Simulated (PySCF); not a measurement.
Compound: C₅H₈N (doublet state).
Z-matrix (Å and degrees, GFN2-xTB geometry), rows numbered from 1:
```
C 
C   1  1.4847
N   2  1.2647  1  123.24
C   3  1.4451  2  110.08  1  -179.98
C   4  1.4850  3  105.96  2    -0.01
C   5  1.4786  4  108.44  3    -0.03
H   1  1.0893  2  110.01  3   120.81
H   1  1.0893  2  110.01  3  -120.52
H   1  1.0860  2  110.02  3     0.14
H   4  1.1003  3  108.82  2  -122.53
H   4  1.1003  3  108.80  2   122.52
H   5  1.0697  4  125.36  3   179.93
H   6  1.0992  2  111.37  1   -59.24
H   6  1.0991  2  111.40  1    59.14
```

Identity: `CC1=NC[CH]C1` [radical].

The calculation used PySCF, UKS B3LYP, pcH-1 on C H N, non-relativistic, mean-field spin-orbit, GIAO. Geometry: GFN2-xTB; no solvent, vibrations or thermal averaging. Couplings are sensitive to structure, and on GFN2-xTB geometries they can be far from those on DFT ones. Stability of the SCF solution: not tested.

Principal values of hyperfine tensors in MHz (contact and dipolar terms together), for some of the nuclei:

```tsv
atom	isotope	A1	A2	A3	alike by the symmetry of this geometry
H13	1H	117.27	118.38	130.91	H14
H10	1H	106.97	108.22	120.62	H11
C5	13C	7.42	7.87	251.61	none
H12	1H	-102.65	-63.75	-24.67	none
C4	13C	-36.36	-33.77	-32.58	none
C1	13C	-0.67	-0.56	0.16	none
N3	14N	-0.81	-0.49	0.25	none
C2	13C	-1.43	-1.33	1.86	none
```

(1) Split each tensor into its isotropic and traceless parts, and turn a_iso into mT with g = 2.0026.

(2) What spin density at the nucleus of H10 lies behind its contact coupling (g_N = 5.58569)?

(3) C6 (13C, g_N = 1.40482) isn't in the table. Its spin density at the nucleus is -0.03236 bohr⁻³. What is its contact coupling?

(4) Which nucleus of the table has the largest anisotropic coupling, and what is its form?

(5) In a single crystal, with the field along each principal axis of the tensor of H10 in turn, what first-order splitting does this nucleus give (isotropic g, quadrupole terms neglected)?

Results:

(1) a_iso = (A1 + A2 + A3)/3, Ti = Ai − a_iso; 1 mT corresponds to 28.029 MHz.

| atom | a_iso (MHz) | a_iso (mT) | T1 | T2 | T3 |
| --- | --- | --- | --- | --- | --- |
| H13 | 122.18 | 4.359 | -4.92 | -3.81 | 8.73 |
| H10 | 111.94 | 3.994 | -4.96 | -3.72 | 8.68 |
| C5 | 88.96 | 3.174 | -81.55 | -81.09 | 162.64 |
| H12 | -63.69 | -2.272 | -38.96 | -0.06 | 39.02 |
| C4 | -34.24 | -1.221 | -2.13 | 0.47 | 1.66 |
| C1 | -0.35 | -0.013 | -0.32 | -0.20 | 0.52 |
| N3 | -0.35 | -0.012 | -0.46 | -0.14 | 0.60 |
| C2 | -0.30 | -0.011 | -1.13 | -1.03 | 2.16 |

(2) a_FC = (2μ0/3) gₑ μB g_N μN ρ(0)/(2S·h) = 800.24 MHz × g_N × ρ(0)/(2S), with ρ in bohr⁻³. With a_FC = 111.94 MHz and 2S = 1, ρ(0) = 0.02504 bohr⁻³. In magnitude that is 7.9 % of the 1/π = 0.318 of a free hydrogen atom.

(3) By the same relation, a_FC = -36.4 MHz. Its full tensor has the principal values -38.63, -36.22, -34.30 MHz.

(4) C5: -81.5, -81.1, 162.6 MHz, axial, in the ratio −1:−1:+2, the form that spin in one p orbital centred on that nucleus gives.

(5) 2 lines (I = 1/2), spaced by |A_i|/(g × 13.996): 3.82, 3.86, 4.30 mT along the axes of A1, A2 and A3.
